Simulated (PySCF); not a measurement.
Sulfur: a sound run and one with changed settings

Sound run: S [Ne] 3s2 3p4, S+ [Ne] 3s2 3p3. Calculation: PySCF 2.14, in def2-TZVP (5s5p2d1f, 37 functions); no relativity, point nucleus. In the sound run the correlated levels freeze [Ne]. The sound run starts from symmetry-adapted Hartree-Fock orbitals and uses a fine grid where one is needed.

A second run was set up differently.

```json
{"species": "S", "method": "UHF", "sound run (hartree)": "-397.50196", "changed run (hartree)": "-393.13022", "converged": "yes"}
{"species": "S", "method": "MN15", "sound run (hartree)": "-398.00004", "changed run (hartree)": "-392.65496", "converged": "yes"}
{"species": "S", "method": "M06-L", "sound run (hartree)": "-398.10428", "changed run (hartree)": "-393.67118", "converged": "yes"}
{"species": "S", "method": "MP2", "sound run (hartree)": "-397.61612", "changed run (hartree)": "-393.13022", "converged": "yes"}
{"species": "S+", "method": "UHF", "sound run (hartree)": "-397.16268", "changed run (hartree)": "-392.92422", "converged": "yes"}
{"species": "S+", "method": "MN15", "sound run (hartree)": "-397.61910", "changed run (hartree)": "-392.39063", "converged": "yes"}
{"species": "S+", "method": "M06-L", "sound run (hartree)": "-397.72827", "changed run (hartree)": "-393.40968", "converged": "yes"}
{"species": "S+", "method": "MP2", "sound run (hartree)": "-397.25032", "changed run (hartree)": "-392.92422", "converged": "yes"}
```

Ionisation energy of S:

```csv
method,sound run (eV),changed run (eV)
UHF,9.232,5.606
MN15,10.366,7.193
M06-L,10.232,7.116
MP2,9.954,5.606
SCS-MP2,10.028,5.606
```

Problem. What was changed?
A. basis contracted for another Hamiltonian
B. radial grid too coarse
C. minimal basis
D. level shift left on

Solution. C. It used basis STO-3G. A minimal basis cannot let orbitals breathe on ionisation and holds almost no correlation.
